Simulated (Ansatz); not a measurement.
**One shape, several levels: AlH2ClO (SMILES [OH][AlH][Cl])**

We compute a comparison of 6 runs (HF/STO-3G, BHLYP/STO-3G, PBE0/STO-3G, SVWN5/STO-3G, CCSD/STO-3G, CCSD(T)/STO-3G) of AlH2ClO. 

The results are computed with Ansatz 0.2.0.

77 further runs of the same task are left out: 5 that didn't finish, 72 set aside as unsound or not needed.

**1. The molecule**

The species is AlH2ClO (5 atoms), meant as a singlet with charge 0. SMILES: `[OH][AlH][Cl]`. The Cl3–Al2 distance was set to 3.144 Å, away from the relaxed value. At this shape a bond of the SMILES string is far longer than usual.

Bond lengths: O1–Al2 1.684 Å, O1–H4 0.956 Å, Al2–H5 1.563 Å. Angles: O1–Al2–H5 119.3°, Al2–O1–H4 124.3°.

**2. A single-point energy at HF/STO-3G (run 1)**

Contents of job.yaml:

```yaml
crystal:
  periodic: [false, false, false]
  atoms:
    - symbol: O
      position_ang: [-1.452054, 1.326060, -0.777053]
    - symbol: Al
      position_ang: [0.089046, 1.140060, -0.125153]
    - symbol: Cl
      position_ang: [1.114900, -1.725400, 0.662800]
    - symbol: H
      position_ang: [-2.061454, 0.606060, -0.932153]
    - symbol: H
      position_ang: [0.991546, 2.400160, 0.079547]
basis:
  gaussian: {orbitals: STO-3G}
hamiltonian: {xc: hf}
accuracy: high
```

Command:

```console
$ ansatz run job.yaml --threads 1 --pin off --max-ram 2610MiB --events-out events.jsonl --progress --plain --runs-dir runs
```

The log of the run:

```text
Warning: RAYON_NUM_THREADS=1 ignored (pool sized by the plan → 1); use --threads N
Functional definition: HF
  name "HF"
  exchange = exact_x
  correlation = 0
425 factors; integrals over basis functions are off by at most 2.3e-8 eV
mean field evaluation 1: about -20910.6271 eV, gradient 2.4e1 eV
mean field evaluation 2: about -20910.6485 eV, gradient 2.4e1 eV
mean field evaluation 4: about -20913.5230 eV, gradient 1.9e0 eV
mean field evaluation 8: about -20913.5497 eV, gradient 8.8e-4 eV
mean field -20913.54967945 eV, -768.5587750068 hartree, gradient 2.1e-8 eV, S^2 0.000000; 0 other end points of the search recorded, 0 dependent functions left out
reference -20913.54967945 eV, -768.5587750068 hartree; 20, 20 occupied and 5, 5 virtual orbitals, 425 factors
Total energy: -20913.54967945 eV, -768.5587750068 hartree
```

Run time: 0.08 s. Hardware: 1 thread of AMD EPYC 9R45 (Zen 5), shared host.

**3. The energy at BHLYP/STO-3G (run 2)**

Contents of input.yaml:

```yaml
crystal:
  periodic: [false, false, false]
  atoms:
    - {symbol: O, position_ang: [-1.452054, 1.326060, -0.777053]}
    - {symbol: Al, position_ang: [0.089046, 1.140060, -0.125153]}
    - {symbol: Cl, position_ang: [1.114900, -1.725400, 0.662800]}
    - {symbol: H, position_ang: [-2.061454, 0.606060, -0.932153]}
    - {symbol: H, position_ang: [0.991546, 2.400160, 0.079547]}
basis:
  gaussian: {orbitals: STO-3G}
hamiltonian: {xc: {name: BHLYP}}
accuracy: high
```

Command:

```console
$ ansatz run input.yaml --threads 1 --pin off --max-ram 2610MiB --events-out events.jsonl --progress --plain --runs-dir runs
```

The log of the run:

```text
Warning: RAYON_NUM_THREADS=1 ignored (pool sized by the plan → 1); use --threads N
Functional definition: BHLYP
  name "BHLYP"
  parameter a = 0.5
  exchange = (1 - a)*b88_x + a*exact_x
  correlation = lyp_c
425 factors; integrals over basis functions are off by at most 2.3e-8 eV
mean field evaluation 1: about -20949.7848 eV, gradient 2.6e1 eV
mean field evaluation 2: about -20948.6821 eV, gradient 3.5e1 eV
mean field evaluation 4: about -20953.3915 eV, gradient 5.4e-1 eV
mean field evaluation 8: about -20953.3865 eV, gradient 8.2e-3 eV
mean field evaluation 16: about -20953.3865 eV, gradient 2.2e-7 eV
mean field -20953.38648767 eV, -770.0227507064 hartree, gradient 2.6e-8 eV, S^2 0.000000; 0 other end points of the search recorded, 0 dependent functions left out
reference -20953.38650899 eV, -770.0227514900 hartree; 20, 20 occupied and 5, 5 virtual orbitals, 425 factors
Total energy: -20953.38650899 eV, -770.0227514900 hartree
```

Run time: 0.52 s. Hardware: 1 thread of AMD EPYC 9R45 (Zen 5), shared host.

Runs 3 to 4 aren't shown in full; the table further down has their settings and results.

**4. A single-point energy at CCSD/STO-3G (run 5)**

Contents of in.yaml:

```yaml
crystal:
  periodic: [false, false, false]
  atoms:
    - {symbol: O, position_ang: [-1.452054, 1.326060, -0.777053]}
    - {symbol: Al, position_ang: [0.089046, 1.140060, -0.125153]}
    - {symbol: Cl, position_ang: [1.114900, -1.725400, 0.662800]}
    - {symbol: H, position_ang: [-2.061454, 0.606060, -0.932153]}
    - {symbol: H, position_ang: [0.991546, 2.400160, 0.079547]}
basis:
  gaussian:
    orbitals: STO-3G
total_charge: 0
correlation:
  method: ccsd
  frozen_orbitals: {Al: 5, Cl: 5, H: 0, O: 1}
accuracy: high
scf:
  omitted_lower_state_checks: [cluster_reference, increment]
```

Command:

```console
$ ansatz run in.yaml --threads 1 --pin off --max-ram 2610MiB --events-out events.jsonl --progress --plain --runs-dir runs
```

The log of the run (excerpt; [...] marks lines left out):

```text
Warning: RAYON_NUM_THREADS=1 ignored (pool sized by the plan → 1); use --threads N
[... 2 set-up lines as earlier in the session ...]
[...]
425 factors; integrals over basis functions are off by at most 2.3e-8 eV
[...]
mean field -20913.54967945 eV, -768.5587750068 hartree, gradient 2.1e-8 eV, S^2 0.000000; 0 other end points of the search recorded, 0 dependent functions left out; unrestricted orbitals would lower it
11 core orbitals not correlated: weight in the atoms' cores, before any rotation towards them, 1.000 or more for the frozen orbitals, at most 0.000 for the correlated occupied ones
reference -20913.54967945 eV, -768.5587750068 hartree; 9, 9 occupied and 5, 5 virtual orbitals, 425 factors
second order -2.12230126 eV of doubles, -0.00000000 eV of singles
cycle   1  -2.33557493 eV  change   -2.1e-1 eV  update   1.2e-1
[...]
cycle  27  -2.69446018 eV  change  -6.3e-10 eV  update   1.4e-9
Total energy: -20916.24413963 eV, -768.6577945920 hartree
Checks for a lower state left out: cluster_reference, increment
```

Wall time 0.12 s (1 thread of AMD EPYC 9R45 (Zen 5), shared host).

**5. A single-point energy at CCSD(T)/STO-3G (run 6)**

Contents of molecule.yaml:

```yaml
crystal:
  periodic: [false, false, false]
  atoms:
    - {symbol: O, position_ang: [-1.452054, 1.326060, -0.777053]}
    - {symbol: Al, position_ang: [0.089046, 1.140060, -0.125153]}
    - {symbol: Cl, position_ang: [1.114900, -1.725400, 0.662800]}
    - {symbol: H, position_ang: [-2.061454, 0.606060, -0.932153]}
    - {symbol: H, position_ang: [0.991546, 2.400160, 0.079547]}
basis:
  gaussian:
    orbitals: STO-3G
scf:
  omitted_lower_state_checks: [cluster_reference, increment]
correlation:
  method: ccsd_t
  frozen_orbitals: {Al: 5, Cl: 5, H: 0, O: 1}
accuracy: high
magnetization:
  spin_polarized: false
```

Command:

```console
$ ansatz run molecule.yaml --threads 1 --pin off --max-ram 2610MiB --events-out events.jsonl --progress --plain --runs-dir runs
```

The log of the run (excerpt; [...] marks lines left out):

```text
Warning: RAYON_NUM_THREADS=1 ignored (pool sized by the plan → 1); use --threads N
[... 2 set-up lines as earlier in the session ...]
[...]
425 factors; integrals over basis functions are off by at most 2.3e-8 eV
[...]
mean field -20913.54967945 eV, -768.5587750068 hartree, gradient 2.1e-8 eV, S^2 0.000000; 0 other end points of the search recorded, 0 dependent functions left out; unrestricted orbitals would lower it
11 core orbitals not correlated: weight in the atoms' cores, before any rotation towards them, 1.000 or more for the frozen orbitals, at most 0.000 for the correlated occupied ones
reference -20913.54967945 eV, -768.5587750068 hartree; 9, 9 occupied and 5, 5 virtual orbitals, 425 factors
second order -2.12230126 eV of doubles, -0.00000000 eV of singles
cycle   1  -2.33557493 eV  change   -2.1e-1 eV  update   1.2e-1
[...]
cycle  27  -2.69446018 eV  change  -6.3e-10 eV  update   1.4e-9
perturbative correction -0.13438494 eV, -0.0049385555 hartree
Total energy: -20916.37852457 eV, -768.6627331475 hartree
Checks for a lower state left out: cluster_reference, increment
```

It took 0.12 s on 1 thread of AMD EPYC 9R45 (Zen 5), shared host.

**6. All runs side by side**

```
run           level  frozen core orbitals  energy (Eh)  wall time
  1       HF/STO-3G                     –  -768.558775     0.08 s
  2    BHLYP/STO-3G                     –  -770.022751     0.52 s
  3     PBE0/STO-3G                     –  -769.720400     0.48 s
  4    SVWN5/STO-3G                     –  -766.869687     0.32 s
  5     CCSD/STO-3G                    11  -768.657795     0.12 s
  6  CCSD(T)/STO-3G                    11  -768.662733     0.12 s
```

**7. Results**

| quantity | value |
| --- | --- |
| run 6: total energy | -768.66273 Eh |
| run 6: correlation energy (11 core orbitals frozen) | -104.0 mEh |
| run 6: (T) correction | -4.94 mEh |
| run 6: T1 diagnostic | 0.028 |

**Reading.** Below the HF energy at the same shape and in the same basis (STO-3G): CCSD -99.0 mEh; CCSD(T) -104.0 mEh. Totals of different functionals can't be ranked against each other. In runs 5, 6 the log says that unrestricted orbitals would lower the reference, so the values rest on an unstable closed-shell determinant (other closed-shell runs at this shape may share the fault). In runs 1, 2, 3, 4, 5, 6 the basis is minimal, so the values are rough. All runs together took 1.6 s, the longest 0.52 s.
